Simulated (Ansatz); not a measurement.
Zinc-blende MgS (metastable phase) was calculated with LC-ωPBE in Ansatz (PAW).

Numerical settings: plane-wave cutoff 460 eV, 8×8×8 k mesh, Fermi–Dirac smearing 0.01 eV, scalar-relativistic PAW data made under PBE.

Response to compression and expansion:

```
V (Å³/atom)  P (GPa)  direct gap at Γ (eV)
-----------  -------  --------------------
21.141          3.78                 9.941
21.698          1.84                 9.781
22.254          0.13                 9.629
22.678         -1.05                 9.516
23.367         -2.73                 9.341
```

A straight line through the gaps at Γ against ln V gives a volume deformation potential dE_g(Γ)/d ln V of -6.0 eV: the gap at Γ widens under compression.

Measured, for comparison: band gap 4.78 ± 0.1 eV (temperature not stated, extrapolated in composition from an alloy gap of 4.19 eV, direct; extrapolated from a Zn0.2Mg0.8S0.645Se0.355 epilayer; as tabulated in Lucero et al. (2012), arXiv:1111.4515).

Ansatz is a quantum-chemistry and plane-wave program.
